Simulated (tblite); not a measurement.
Species: C3H6N (charge +1).
SMILES with atom numbers: `[CH3:1][C:2]#[N+:3][CH3:4]` (hydrogens: H5, H6, H7 on C1; H8, H9, H10 on C4)
Bond orders are those of one Lewis drawing.

Computed with GFN2-xTB (tblite), gas phase: Langevin dynamics at 400 K from the optimised GFN2-xTB geometry, time step 0.5 fs, friction 0.01 fs⁻¹, 2000 steps. The instantaneous temperature is 2·E(kin)/(3Nk) with all 3N coordinates.

```tsv
t (fs)	T (K)	E(pot) above start (eV)	C1–C2 (Å)	C2≡N3 (Å)	N3–C4 (Å)	C1–H5 (Å)
0	339	0.000	1.401	1.150	1.376	1.093
25	211	0.300	1.420	1.160	1.378	1.075
50	314	0.190	1.408	1.162	1.385	1.067
75	350	0.268	1.398	1.148	1.378	1.055
100	409	0.216	1.390	1.156	1.362	1.133
125	303	0.376	1.457	1.169	1.372	1.166
150	276	0.411	1.397	1.141	1.320	1.135
175	276	0.301	1.443	1.140	1.379	1.069
200	291	0.349	1.424	1.156	1.397	1.069
225	391	0.414	1.353	1.183	1.370	1.137
250	347	0.381	1.389	1.185	1.423	1.112
275	319	0.215	1.387	1.163	1.394	1.097
300	233	0.211	1.394	1.151	1.377	1.085
325	180	0.362	1.413	1.137	1.391	1.086
350	324	0.194	1.423	1.132	1.374	1.111
375	242	0.282	1.422	1.132	1.377	1.072
400	325	0.261	1.428	1.154	1.398	1.048
425	373	0.257	1.409	1.156	1.360	1.114
450	276	0.412	1.402	1.175	1.330	1.154
475	315	0.643	1.455	1.177	1.348	1.104
500	356	0.623	1.419	1.152	1.314	1.033
525	364	0.721	1.430	1.159	1.319	1.023
550	404	0.662	1.382	1.156	1.329	1.114
575	432	0.579	1.397	1.171	1.392	1.142
600	365	0.543	1.418	1.169	1.353	1.116
625	542	0.413	1.428	1.145	1.359	1.076
650	358	0.518	1.427	1.123	1.368	1.080
675	502	0.303	1.404	1.157	1.412	1.079
700	484	0.379	1.389	1.168	1.404	1.107
725	335	0.671	1.343	1.147	1.412	1.120
750	357	0.543	1.397	1.147	1.463	1.102
775	359	0.526	1.380	1.145	1.405	1.121
800	511	0.318	1.402	1.146	1.403	1.095
825	527	0.564	1.437	1.155	1.364	1.111
850	596	0.545	1.443	1.142	1.341	1.061
875	506	0.774	1.469	1.158	1.313	1.063
900	387	0.881	1.397	1.177	1.299	1.119
925	619	0.805	1.424	1.171	1.343	1.089
950	416	0.660	1.408	1.167	1.361	1.070
975	514	0.492	1.424	1.123	1.343	1.087
1000	498	0.397	1.413	1.169	1.380	1.091
```

**Question.** From 500 fs on, how do temperature and potential energy compare with equipartition?

**Answer.** The mean temperature of these 21 frames is 449 K against the target 400 K, and the mean potential energy 0.57 eV against 24 × kT/2 = 0.41 eV for 24 classical harmonic modes. For 10 atoms in a canonical ensemble the temperature itself scatters by T·√(2/(3N)) = 103 K; here its standard deviation is 85 K. The whole run lasts only 10 friction times of 100 fs, so these averages carry a wide statistical error.

**Question.** What are the kinetic and total energies of the listed frame with the highest potential energy?

**Answer.** The one at 900 fs, 0.881 eV above the start. Its kinetic energy is 3NkT/2 = 0.500 eV at 387 K, so the sum is 1.38 eV; over the listed frames the sum runs from 0.44 to 1.61 eV, since the thermostat adds and removes energy.

**Question.** How much do the listed bonds fluctuate from 500 fs on?

**Answer.** 
```tsv
bond	at the start (Å)	mean (Å)	standard deviation (Å)
C1–C2	1.401	1.411	0.026
C2≡N3	1.150	1.155	0.015
N3–C4	1.376	1.366	0.041
C1–H5	1.093	1.090	0.029
```

The motion is classical and holds no zero-point motion.

The cost below is that of the whole dynamics run. On one thread, AMD EPYC (x86_64), shared host, this took 13 s wall and 0.19 GiB of memory at its peak.
